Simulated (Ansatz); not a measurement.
**SiCl (SMILES [Si]Cl) at UB3LYP/6-31G(d) (Cartesian functions)**

What is the vertical doublet–quartet gap of SiCl at UB3LYP/6-31G* (Cartesian functions)? 

Program for the calculation: Ansatz 0.2.0.

40 further runs of the same task are left out: 40 set aside as unsound or not needed.

## Step 1: The molecule

The species is SiCl (2 atoms), meant as a doublet with charge 0. SMILES: `[Si]Cl`. The shape is that of a PBE0-D4/def2-TZVP optimisation.

Bond lengths: Si1–Cl2 2.067 Å.

## Step 2: A single-point energy at UB3LYP/6-31G(d) (Cartesian functions)

Contents of molecule.yaml:

```yaml
crystal:
  periodic: [false, false, false]
  atoms:
    - {symbol: Si, position_ang: [0.881810, -0.293660, 0.452120]}
    - {symbol: Cl, position_ang: [-0.881810, 0.293660, -0.452120]}
basis:
  gaussian: {orbitals: "6-31G*"}
magnetization: {spin_polarized: true, initial_magnetization: 1}
hamiltonian: {xc: {name: B3LYP}}
accuracy: high
output: {orbitals: {seedname: orbitals}}
```

On the command line:

```sh
ansatz run molecule.yaml --threads 1 --pin off --max-ram 3480MiB --events-out events.jsonl --progress --plain --runs-dir runs
```

What it wrote:

```text
Warning: RAYON_NUM_THREADS=1 ignored (pool sized by the plan → 1); use --threads N
Functional definition: B3LYP
  name "B3LYP"
  parameter a0 = 0.2
  parameter ax = 0.72
  parameter ac = 0.81
  exchange = (1 - a0 - ax)*slater_x + ax*b88_x + a0*exact_x
  correlation = (1 - ac)*vwn_rpa_c + ac*lyp_c
634 factors; integrals over basis functions are off by at most 3.3e-9 eV
mean field evaluation 1: about -20398.9442 eV, gradient 7.4e0 eV
mean field evaluation 2: about -20398.6422 eV, gradient 1.0e1 eV
mean field evaluation 4: about -20399.2902 eV, gradient 3.2e-1 eV
mean field evaluation 8: about -20399.3098 eV, gradient 3.4e-3 eV
mean field evaluation 16: about -20399.3098 eV, gradient 7.1e-7 eV
mean field evaluation 32: about -20399.3098 eV, gradient 6.4e-8 eV
mean field -20399.30975721 eV, -749.6608064286 hartree, gradient 6.4e-8 eV, S^2 0.753027; 1 other end points of the search recorded, 0 dependent functions left out
reference -20399.30978367 eV, -749.6608074011 hartree; 16, 15 occupied and 22, 23 virtual orbitals, 634 factors
Total energy: -20399.30978367 eV, -749.6608074011 hartree
```

Run time: 1.9 s. Hardware: 1 thread of Intel Xeon 6975P-C (Granite Rapids), shared host; peak memory 0.14 GiB.

## Step 3: The quartet, same level

Contents of run.yaml:

```yaml
crystal:
  periodic: [false, false, false]
  atoms:
    - symbol: Si
      position_ang: [0.881810, -0.293660, 0.452120]
    - symbol: Cl
      position_ang: [-0.881810, 0.293660, -0.452120]
basis:
  gaussian: {orbitals: "6-31G*"}
magnetization: {spin_polarized: true, initial_magnetization: 3}
hamiltonian: {xc: {name: B3LYP}}
accuracy: high
output: {orbitals: {seedname: orbitals}}
```

On the command line:

```sh
ansatz run run.yaml --threads 1 --pin off --max-ram 3480MiB --events-out events.jsonl --progress --plain --runs-dir runs
```

What it wrote:

```text
Warning: RAYON_NUM_THREADS=1 ignored (pool sized by the plan → 1); use --threads N
Functional definition: B3LYP
  name "B3LYP"
  parameter a0 = 0.2
  parameter ax = 0.72
  parameter ac = 0.81
  exchange = (1 - a0 - ax)*slater_x + ax*b88_x + a0*exact_x
  correlation = (1 - ac)*vwn_rpa_c + ac*lyp_c
634 factors; integrals over basis functions are off by at most 3.3e-9 eV
mean field evaluation 1: about -20395.7345 eV, gradient 4.2e0 eV
mean field evaluation 2: about -20395.9898 eV, gradient 2.5e0 eV
mean field evaluation 4: about -20396.0411 eV, gradient 6.1e-1 eV
mean field evaluation 8: about -20396.0729 eV, gradient 5.5e-3 eV
mean field evaluation 16: about -20396.0729 eV, gradient 1.3e-6 eV
mean field -20396.07290102 eV, -749.5418541576 hartree, gradient 1.5e-8 eV, S^2 3.751706; 0 other end points of the search recorded, 0 dependent functions left out
reference -20396.07292689 eV, -749.5418551085 hartree; 17, 14 occupied and 21, 24 virtual orbitals, 634 factors
Total energy: -20396.07292689 eV, -749.5418551085 hartree
```

It took 1.4 s on 1 thread of Intel Xeon 6975P-C (Granite Rapids), shared host; peak memory 0.14 GiB.

## Step 4: What came out

At UB3LYP/6-31G* (Cartesian functions):

| quantity | value |
| --- | --- |
| doublet: total energy | -749.66081 Eh |
| doublet: HOMO energy (highest over α and β) | -4.90 eV |
| doublet: LUMO energy (lowest over α and β) | -3.21 eV |
| doublet: ⟨S²⟩ | 0.753 |
| quartet: total energy | -749.54186 Eh |
| quartet: HOMO energy (highest over α and β) | -5.43 eV |
| quartet: ⟨S²⟩ | 3.752 |
| vertical energy of the quartet above the doublet | 3.237 eV |

In words: At this shape the quartet lies 3.24 eV (312 kJ/mol) above the doublet.
